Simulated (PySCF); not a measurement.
Ranking problems on computed properties.

Each SMILES stands for a single optimised conformer of the isolated species, non-relativistic unless stated. Electronic properties by PySCF.

Dipoles, sizes and rotational constants follow the conformer. The torsions of the flexible species, by atom-mapped SMILES:
- `[CH3:1][CH2:2][c:3]1[cH:4][cH:5][cH:6][cH:7][cH:8]1`: C1–C2–C3–C4 -89°
- `[CH3:1][CH2:2][C@H:3]1[O:4][CH2:5][C:6]1=[O:7]`: C1–C2–C3–O4 -178°
- `[CH2:1]=[CH:2]/[CH:3]=[CH:4]/[CH:5]=[CH:6]/[CH:7]=[CH2:8]`: C1–C2–C3–C4 180°, C3–C4–C5–C6 180°, C5–C6–C7–C8 180°
- `[SiH3:1][GeH2:2][GeH2:3][CH2:4][Cl:5]`: Si1–Ge2–Ge3–C4 59°, Ge2–Ge3–C4–Cl5 -55°
- `[CH3:1][CH2:2][n:3]1[cH:4][cH:5][n:6][cH:7]1`: C1–C2–N3–C4 -81°
- `[CH3:1][C:2](=[O:3])[CH2:4][C:5]([CH3:6])=[O:7]`: C1–C2–C4–C5 88°, C2–C4–C5–C6 89°

Question: Rank by lowest triplet excitation (Tamm–Dancoff), lowest first (TDA wB97X-D/def2-SVPD at PBE0-D3(BJ)/def2-SVP geometries).
A. `C=C/C=C/C=C/C=C`
B. `CC(C)=CF`
C. `[CH2](Cl)[GeH2][GeH2][SiH3]`
D. `CCc1ccccc1`
E. `CC[C@H]1OCC1=O`

Answer: A (2.18 eV), E (3.82 eV), D (4.17 eV), B (4.42 eV), C (6.05 eV).

Question: Rank by electronic spatial extent ⟨r²⟩ about the centre of nuclear charge, lowest first (wB97X-D/def2-SVPD at PBE0-D3(BJ)/def2-SVP geometries).
A. `CCN1C=CN=C1`
B. `C(/C=C)=C\C=C\C=C`
C. `[C@H]1(CC)OCC1=O`
D. `CC(C)=CF`
E. `CC(=O)CC(C)=O`
F. `CCc1ccccc1`
G. `[SiH3][GeH2][GeH2][CH2]Cl`

Answer: D (473 bohr²), A (754 bohr²), C (776 bohr²), E (810 bohr²), F (1038 bohr²), G (1757 bohr²), B (1978 bohr²).

Question: Give the two extremes of that set in Å².

Answer: `CC(C)=CF`: 132 Å²; `C=C/C=C/C=C/C=C`: 554 Å².

Question: Rank by dipole moment, lowest first (wB97X-D/def2-SVPD at PBE0-D3(BJ)/def2-SVP geometries).
A. `CCn1ccnc1`
B. `CCc1ccccc1`
C. `[SiH3][GeH2][GeH2][CH2]Cl`
D. `C=C/C=C/C=C/C=C`
E. `CC[C@H]1OCC1=O`

Answer: D (0.00 D), B (0.40 D), E (1.09 D), C (1.58 D), A (4.32 D).

Question: Rank by HOMO–LUMO gap, lowest first (wB97X-D/def2-SVPD at PBE0-D3(BJ)/def2-SVP geometries).
A. `C(=C(C)C)F`
B. `[SiH3][GeH2][GeH2][CH2]Cl`
C. `O=C(C)CC(=O)C`
D. `c1cn(CC)cn1`
E. `CCc1ccccc1`

Answer: C (9.84 eV), E (10.27 eV), D (10.47 eV), B (10.84 eV), A (11.05 eV).

Question: Rank by lowest singlet excitation, highest first (TDDFT wB97X-D/def2-SVPD at PBE0-D3(BJ)/def2-SVP geometries).
A. `CCc1ccccc1`
B. `CCn1ccnc1`
C. `C=C/C=C/C=C/C=C`
D. `[SiH3][GeH2][GeH2][CH2]Cl`

Answer: D (6.77 eV), B (6.44 eV), A (5.42 eV), C (4.27 eV).

Question: Rank by static isotropic polarisability, highest first (wB97X-D/def2-SVPD at PBE0-D3(BJ)/def2-SVP geometries).
A. ethylbenzene, `CCc1ccccc1`
B. 1-ethylimidazole, `CCn1ccnc1`
C. 2,4-pentanedione, `CC(=O)CC(C)=O`
D. octatetraene, `C=C/C=C/C=C/C=C`

Answer: D (139.5 au), A (92.8 au), B (71.2 au), C (65.9 au).

Question: By how much do the two ends of that ranking differ?

Answer: By 73.6 au, between `C=C/C=C/C=C/C=C` and `CC(=O)CC(C)=O`.
